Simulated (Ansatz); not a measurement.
# AlH5N2: the cost of one run

Method: RKS B3LYP-D4/def2-SVP, in Ansatz 0.2.0.

**1. The system as given**

Bond lengths: Al1–H2 1.760 Å, Al1–N3 2.120 Å, N3–H4 1.060 Å, N3–H5 1.060 Å, Al1–N6 1.920 Å, N6–H7 1.060 Å, N6–H8 1.060 Å. Angles: H2–Al1–N3 43.0°, H2–Al1–N6 156.4°, N3–Al1–N6 160.6°, Al1–N3–H4 112.9°, Al1–N3–H5 111.7°, H4–N3–H5 120.0°, Al1–N6–H7 120.0°, Al1–N6–H8 120.0°, H7–N6–H8 120.0°.

As a file:

```xyz
8

Al    0.0000    0.0000    0.0000
H     1.0441    0.0000    1.4169
N     2.0840    0.0000    0.3891
H     2.5506   -0.9179    0.1373
H     2.5353    0.9179    0.1109
N    -1.6627    0.0000   -0.9600
H    -2.3316   -0.8164   -0.8614
H    -1.9118    0.8164   -1.5886
```

**2. A restrained relaxation towards end A**

Springs on the bonds that form and break draw the guess towards this end; the thresholds are loose.

input.yaml

```yaml
crystal:
  periodic: [false, false, false]
  atoms:
    - { symbol: Al, position_ang: [0.0, 0.0, 0.0] }
    - { symbol: H, position_ang: [1.0441, 0.0, 1.4169] }
    - { symbol: "N", position_ang: [2.084, 0.0, 0.3891] }
    - { symbol: H, position_ang: [2.5506, -0.9179, 0.1373] }
    - { symbol: H, position_ang: [2.5353, 0.9179, 0.1109] }
    - { symbol: "N", position_ang: [-1.6627, 0.0, -0.96] }
    - { symbol: H, position_ang: [-2.3316, -0.8164, -0.8614] }
    - { symbol: H, position_ang: [-1.9118, 0.8164, -1.5886] }
basis:
  gaussian: { orbitals: def2-SVP }
hamiltonian:
  xc: b3lyp
  dispersion: d4
relax:
  f_tol: 0.15
  max_steps: 25
  restrain:
    - { distance: [1, 2], at: 2.26, k: 30.0 }
    - { distance: [0, 1], at: 1.56, k: 30.0 }
    - { distance: [0, 2], at: 1.92, k: 30.0 }
```

Launch:

```
$ ansatz run input.yaml --threads 1 --pin off --max-ram 2048MiB --backend cpu --events-out ev --progress --plain --runs-dir out
```

What time and memory should one allow on 1 thread of Arm Neoverse V2, shared host?

About 24 s, with a peak of 0.13 GiB.
